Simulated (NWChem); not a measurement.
**CH3AlCl (SMILES [CH3][Al][Cl]): UCCSD/LANL2DZ (core potential)**

What is the vertical ionisation energy of CH3AlCl at UCCSD/LANL2DZ (core potential)? 

The calculation is run with NWChem 7.3.0.

**1. Starting point**

CH3AlCl: 6 atoms, total charge 0, spin state doublet. SMILES: `[CH3][Al][Cl]`. The shape is that of a PBE0-D4/def2-TZVP optimisation.

Bond lengths: C1–Al2 1.964 Å, Al2–Cl3 2.122 Å, C1–H4 1.093 Å, C1–H5 1.094 Å, C1–H6 1.094 Å. Angles: C1–Al2–Cl3 117.4°, Al2–C1–H4 110.2°, Al2–C1–H5 110.4°, Al2–C1–H6 110.4°, H4–C1–H5 109.1°, H4–C1–H6 109.1°, H5–C1–H6 107.5°.

**2. A single-point energy at UCCSD/LANL2DZ (core potential)**

Contents of ch3alcl.nw:

```
start ch3alcl
title "CH3AlCl"
memory stack 880 mb heap 220 mb global 1100 mb
charge 0

geometry noautosym nocenter noautoz
C    -0.441400    0.449000   -0.287200
Al    0.123100   -1.352900    0.254500
Cl    2.028600   -1.546300    1.168800
H     0.335300    1.177300   -0.041400
H    -1.368200    0.727800    0.222100
H    -0.635200    0.481000   -1.363100
end

basis spherical bse
* library LANL2DZ
end

ecp bse
Al library LANL2DZ
Cl library LANL2DZ
end

scf
nopen 1
uhf
thresh 1e-08
maxiter 80
print low
end

tce
scf
ccsd
freeze core 1
maxiter 60
end

task tce energy
```

Command:

```bash
$ nwchem ch3alcl.nw > ch3alcl.out
```

Standard output:

```text
[...]
  functions       =    31
[...]
  wavefunction    = UHF
[...]
         Total SCF energy =    -56.259228555708
      One electron energy =   -141.240259501025
      Two electron energy =     54.220306915294
 Nuclear repulsion energy =     30.760724030024
                       Sz =      0.5000
                 Sz(Sz+1) =      0.7500
                      S^2 =      0.7549
[...]
         Wavefunction type : Unrestricted Hartree-Fock
          No. of electrons :    19
[...]
         Spin multiplicity : doublet
[...]
 CCSD total energy / hartree       =       -56.423702878878203
[...]
```

It took 2.2 s on 1 thread of Intel Xeon 6975P-C (Granite Rapids), shared host; peak memory 0.13 GiB.

**3. The singlet cation, same level**

Contents of a.nw:

```
start a
title "CH3AlCl energy"
memory total 2200 mb
charge 1

geometry noautosym nocenter noautoz
  C    -0.441400    0.449000   -0.287200
  Al    0.123100   -1.352900    0.254500
  Cl    2.028600   -1.546300    1.168800
  H     0.335300    1.177300   -0.041400
  H    -1.368200    0.727800    0.222100
  H    -0.635200    0.481000   -1.363100
end

basis spherical bse
  C library LANL2DZ
  Al library LANL2DZ
  Cl library LANL2DZ
  H library LANL2DZ
end

ecp bse
  Al library LANL2DZ
  Cl library LANL2DZ
end

scf
  thresh 1e-08
  maxiter 80
  print low
end

ccsd
  freeze core 1
  maxiter 60
end

task ccsd energy
```

Command:

```bash
$ nwchem a.nw > a.out
```

Standard output:

```text
[...]
  functions       =    31
[...]
  wavefunction    = RHF
[...]
         Total SCF energy =    -55.965846010966
      One-electron energy =   -137.065966091860
      Two-electron energy =     50.339396050871
 Nuclear repulsion energy =     30.760724030024
        Time for solution =      0.6s
[...]
 Total MP2 energy:            -56.116311304983626
[...]
             energy      energy      error      ampl     ampl      Block
                                                time     time      time
[...]
 Total CCSD energy:            -56.141212825398327
[...]
```

It took 3.3 s on 1 thread of Intel Xeon 6975P-C (Granite Rapids), shared host; peak memory 0.1 GiB.

**4. Summary of results**

At UCCSD/LANL2DZ (core potential), 1 core orbital frozen:

```
                                                   quantity         value
                              doublet CH3AlCl: total energy  -56.42370 Eh
doublet CH3AlCl: correlation energy (1 core orbital frozen)    -164.5 mEh
         doublet CH3AlCl: ⟨S²⟩ of the reference determinant         0.755
                               singlet cation: total energy  -56.14121 Eh
 singlet cation: correlation energy (1 core orbital frozen)    -175.4 mEh
         vertical ionisation energy (to the singlet cation)      7.687 eV
```

What this shows: The vertical ionisation energy comes to 7.69 eV (177 kcal/mol). Only the singlet of the ionised species was computed; a triplet could lie lower.
